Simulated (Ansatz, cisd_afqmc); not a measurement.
System: ClF, charge 0, singlet. ClF (SMILES FCl).
NHTBH set geometry:
```xyz
2

F      0.0000     0.0000    -1.0660
Cl     0.0000     0.0000     0.5643
```

Total energies in aug-cc-pV(T+d)Z, 14 correlated electrons, 6 frozen orbitals. UHF or UKS for unpaired electrons; spin-orbit terms are left out. Cores are frozen in correlated methods. No relativity. AFQMC is phaseless with a CISD trial state; ± is one standard error, without the phaseless bias. Outlying blocks are dropped, and bars are widened where a walk drifts. Over all cases where full CI ran beside it in this data, AFQMC minus full CI had a median of +0.1 mEh and passed +0.4 mEh in a tenth of the cases.

```csv
method,program,energy (Eh),minus CCSDT(Q) (mEh)
HF,Ansatz,-558.90583,495.59
MP2,Ansatz,-559.36403,37.39
CCSD,Ansatz,-559.38114,20.28
CCSD(T),Ansatz,-559.39979,1.63
CCSDT(Q),Ansatz,-559.40142,0.00
AFQMC/CISD,cisd_afqmc,-559.4008 ± 0.0002,0.6 ± 0.2
```

Rough core times of Ansatz's runs on a shared machine: CCSD(T) under 20 s, CCSDT(Q) 9 min.

Ansatz is a quantum-chemistry and plane-wave program.
